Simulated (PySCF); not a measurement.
Fluorine: a sound run and one with changed settings

Sound run: F [He] 2s2 2p5, F⁺ [He] 2s2 2p4. Calculation: PySCF 2.14, in cc-pVTZ (4s3p2d1f, 30 functions); no relativity, point nucleus. The sound run starts from symmetry-adapted Hartree-Fock orbitals and uses a fine grid where one is needed.

Changed run: initial guess sap, at most 3 SCF cycles. This setting is unsound on purpose.

```json
{"species": "F", "method": "UHF", "sound run (hartree)": "-99.40552", "changed run (hartree)": "-99.40497", "converged": "no"}
{"species": "F", "method": "r2SCAN", "sound run (hartree)": "-99.72100", "changed run (hartree)": "-99.72007", "converged": "no"}
{"species": "F", "method": "B3LYP", "sound run (hartree)": "-99.76287", "changed run (hartree)": "-99.76232", "converged": "no"}
{"species": "F⁺", "method": "UHF", "sound run (hartree)": "-98.83026", "changed run (hartree)": "-98.83011", "converged": "no"}
{"species": "F⁺", "method": "r2SCAN", "sound run (hartree)": "-99.07794", "changed run (hartree)": "-99.07786", "converged": "no"}
{"species": "F⁺", "method": "B3LYP", "sound run (hartree)": "-99.11393", "changed run (hartree)": "-99.11387", "converged": "no"}
```

The SCF was stopped early; the energies are upper bounds that still move, and correlated levels were skipped or rest on poor orbitals.
